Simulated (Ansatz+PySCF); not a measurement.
Two shapes of doublet CH₃O₂.

Shape 1:

```xyz
6

C     0.0069    0.5119   -0.1449
O    -1.1467   -0.2211   -0.0781
O     1.1747   -0.1655    0.0813
H     0.0246    1.5015    0.3072
H     1.0767   -1.0447   -0.3062
H    -1.3666   -0.4348    0.8433
```

Shape 2:

```xyz
6

C     0.0070    0.5194   -0.1415
O    -1.1466   -0.2135   -0.0747
O     1.1748   -0.1580    0.0848
H     0.0239    1.4636    0.2899
H     1.0769   -1.0371   -0.3028
H    -1.3664   -0.4272    0.8468
```

Basis set: cc-pVTZ (spherical functions). Left uncorrelated: 3 orbitals. Correlation on ROHF uses semicanonical orbitals with singles. Charge 0, multiplicity 2.

Computed with Ansatz (development build ahead of 0.2.0) and PySCF 2.14.0; each method stands on the lowest determinant of its kind that the runs found.

Q: Which shape is lower in energy, and by how much in each method?

A:

| method | E(2) − E(1) (eV) |
| --- | --- |
| ROHF | 0.024 |
| UHF | 0.024 |
| ROHF-MP2 | 0.036 |
| UHF-MP2 | 0.036 |
| ROHF-CCSD(T) | 0.041 |

Shape 1 is lower.
